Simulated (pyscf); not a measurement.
This saddle point was located with ωB97X-D3(BJ)/def2-SVP in PySCF.

```xyz
9

Si    -1.1276    -0.8178    -0.2578
H     -0.7534     0.3802     0.8666
H     -0.3075    -2.0183    -0.5662
H     -2.1676    -0.3490    -1.2059
H     -1.9306    -1.3004     0.9232
H      0.1667     1.2488    -0.9301
F      0.2038     0.1196    -1.2553
H     -0.5403     1.1993     0.4456
F     -0.1075     2.0968    -0.2728
```
Charge 0, spin multiplicity 1.

Surface: singlet, charge 0. Lowest wavenumbers (cm⁻¹): 1211i, 114, 196, 458, 519.

Q: Which two sides does it connect, and which bonds change?

A: silane (SiH₄) + hydrogen fluoride (HF) + hydrogen fluoride (HF) <-> F–SiH₃ + hydrogen (H₂) + hydrogen fluoride (HF), a multi-bond step read from left to right: H–Si, F–H, F–H broken and F–Si, H–H, F–H formed. At ωB97M-D3(BJ)/def2-TZVP it lies +92.5 kJ/mol from the left side and +200.8 kJ/mol from the right (each side as separated species at their lowest minima found). On the reactant side the descent ends in a bound adduct, 35.9 kJ/mol under the separated species and 130.4 kJ/mol under the saddle at ωB97X-D3(BJ)/def2-TZVP. On the product side the descent ends in a complex (not fully relaxed), 23.8 kJ/mol under the separated species and 226.9 kJ/mol under the saddle at ωB97X-D3(BJ)/def2-TZVP. This is the saddle that the search found; another between the same sides may lie lower.
